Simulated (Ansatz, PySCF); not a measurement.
System: CH₂F, charge 0, multiplicity 2. It need not be the lowest isomer of its formula. SMILES: [CH2]F
Structure (B3LYP-D3(BJ)/def2-TZVP (Ansatz, an electronic-structure program) minimum search):
```xyz
4

C     -0.0106     0.4978     0.4277
F      0.0121    -0.4855    -0.4825
H     -0.9803     0.6938     0.8618
H      0.9347     0.6892     0.9145
```
Charge 0, spin multiplicity 2.

Wanted: atomisation energy (electronic, to ground-state atoms), in kJ/mol. Cores are frozen in the correlated levels unless marked. UHF or UKS for open shells. Spin-orbit coupling is left out. No relativistic terms. The coupled-cluster limit lacks core correlation, which all-electron functionals hold. CBS(X,Y): correlation extrapolated as X^-3; Hartree-Fock from the larger set.

```json
[
 {"level": "HF/cc-pVQZ", "program": "Ansatz", "atomisation energy (kJ/mol)": "959.5", "minus last row": "-350.4"},
 {"level": "HF-D4/def2-TZVPD", "program": "PySCF + dftd4", "atomisation energy (kJ/mol)": "966.7", "minus last row": "-343.2"},
 {"level": "PBE-D4/def2-TZVPD", "program": "Ansatz + dftd4", "atomisation energy (kJ/mol)": "1361.1", "minus last row": "51.2"},
 {"level": "BLYP-D3(BJ)/def2-TZVPD", "program": "Ansatz + dftd3", "atomisation energy (kJ/mol)": "1330.6", "minus last row": "20.7"},
 {"level": "BP86/def2-TZVPD", "program": "PySCF", "atomisation energy (kJ/mol)": "1372.5", "minus last row": "62.6"},
 {"level": "TPSS-D4/def2-TZVPD", "program": "PySCF + dftd4", "atomisation energy (kJ/mol)": "1346.3", "minus last row": "36.4"},
 {"level": "PBE0/def2-TZVPD", "program": "Ansatz", "atomisation energy (kJ/mol)": "1322.5", "minus last row": "12.6"},
 {"level": "BHLYP-D4/def2-TZVPD", "program": "Ansatz + dftd4", "atomisation energy (kJ/mol)": "1269.5", "minus last row": "-40.4"},
 {"level": "PW6B95-D4/def2-TZVPD", "program": "PySCF + dftd4", "atomisation energy (kJ/mol)": "1320.5", "minus last row": "10.6"},
 {"level": "LC-wPBE/def2-TZVPD", "program": "Ansatz", "atomisation energy (kJ/mol)": "1328.0", "minus last row": "18.1"},
 {"level": "PBE-QIDH/def2-TZVPD", "program": "Ansatz", "atomisation energy (kJ/mol)": "1301.2", "minus last row": "-8.7"},
 {"level": "MP2/cc-pVDZ", "program": "Ansatz", "atomisation energy (kJ/mol)": "1218.2", "minus last row": "-91.7"},
 {"level": "MP2/def2-SVP", "program": "Ansatz", "atomisation energy (kJ/mol)": "1264.3", "minus last row": "-45.6"},
 {"level": "RI-MP2/def2-TZVPP", "program": "Ansatz", "atomisation energy (kJ/mol)": "1303.9", "minus last row": "-6.0"},
 {"level": "SCS-MP2/6-31G*", "program": "Ansatz", "atomisation energy (kJ/mol)": "1196.4", "minus last row": "-113.5"},
 {"level": "SCS-MP2/cc-pVDZ", "program": "Ansatz", "atomisation energy (kJ/mol)": "1204.3", "minus last row": "-105.6"},
 {"level": "CCSD/def2-SVP", "program": "Ansatz", "atomisation energy (kJ/mol)": "1236.7", "minus last row": "-73.2"},
 {"level": "CCSD/def2-QZVPP", "program": "Ansatz", "atomisation energy (kJ/mol)": "1279.2", "minus last row": "-30.7"},
 {"level": "CCSD(T)/cc-pVQZ", "program": "Ansatz", "atomisation energy (kJ/mol)": "1297.5", "minus last row": "-12.4"},
 {"level": "CCSD(T)/CBS(def2-TZVPP,def2-QZVPP)", "program": "Ansatz", "atomisation energy (kJ/mol)": "1310.4", "minus last row": "0.5"},
 {"level": "CCSD(T)/CBS(cc-pVTZ,cc-pVQZ)", "program": "Ansatz", "atomisation energy (kJ/mol)": "1309.9", "minus last row": "0.0"}
]
```
